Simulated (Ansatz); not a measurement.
# B₂H, quartet along the scale of all distances

Starting geometry (PBE0/def2-TZVP stationary point for this spin, not checked as a minimum):

```xyz
3

B     0.0000    0.0000    0.1141
B     0.0000    0.0000   -1.4064
H     0.0000    0.0000    1.2923
```

From there all distances are scaled together; atoms are numbered as listed. Energies are in kcal/mol, counted from the starting geometry at the same level. Kohn–Sham curves are unrestricted where that lies lower.

Basis 6-31G; Ansatz 0.2.0. Only valence electrons are correlated (noble-gas cores frozen).

The reference follows the lowest state, whose symmetry changes along the scan.

Full CI is exact within this basis and frozen core; it isn't the basis-set limit.

```tsv
scale of all distances	B3LYP
0.873	30.7
1.000	0.0
1.139	17.6
1.310	64.1
1.488	112.6
1.747	155.2
2.038	167.3
2.418	173.2
```

**Question.** Estimate the full CI curve in 6-31G from this one, knowing how B3LYP errs.

**Answer.** The computed full CI values, in kcal/mol from the starting point, and the error of B3LYP against them:
| scale of all distances | full CI | B3LYP less full CI |
| --- | --- | --- |
| 0.873 | 36.0 | -5.3 |
| 1.000 | 0.0 | 0.0 |
| 1.139 | 13.1 | 4.6 |
| 1.310 | 54.4 | 9.7 |
| 1.488 | 97.9 | 14.7 |
| 1.747 | 137.2 | 18.1 |
| 2.038 | 148.2 | 19.0 |
| 2.418 | 150.8 | 22.4 |

B3LYP at 2.418 lies 22.4 kcal/mol (15 %) above the reference in this basis.

In so small a basis the reference is far from its limit while semilocal and hybrid functionals are nearer theirs, so the functionals' errors here hold much of the reference's basis and frozen-core error, which can add to them or hide them.
